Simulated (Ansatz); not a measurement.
C$_{5}$H$_{12}$S, SMILES `CSC(C)(C)C`, charge 0, multiplicity 1.

Question: Give a relaxed structure at PBE0-D4/def2-TZVP (the Gaussian-basis code of Ansatz). (An estimate is asked.)

Answer: Computed: 
Z-matrix (Å, degrees):
```
C
S 1 1.795
H 1 1.091 2 112.1
H 1 1.091 2 105.9 3 117.8
H 1 1.091 2 112.1 3 -124.3
C 2 1.833 1 103.3 3 61.6
C 6 1.524 2 104.0 1 179.4
C 6 1.522 2 111.0 1 61.2
C 6 1.522 2 110.9 1 -62.3
H 7 1.092 6 111.1 2 -60.6
H 7 1.094 6 109.7 2 179.8
H 7 1.092 6 111.1 2 60.2
H 8 1.092 6 111.7 2 -64.9
H 8 1.095 6 109.8 2 176.1
H 8 1.091 6 111.0 2 56.2
H 9 1.091 6 111.0 2 -56.4
H 9 1.092 6 111.7 2 64.6
H 9 1.095 6 109.9 2 -176.4
```
Point group Cs.
This is one stationary point; other conformers may exist.
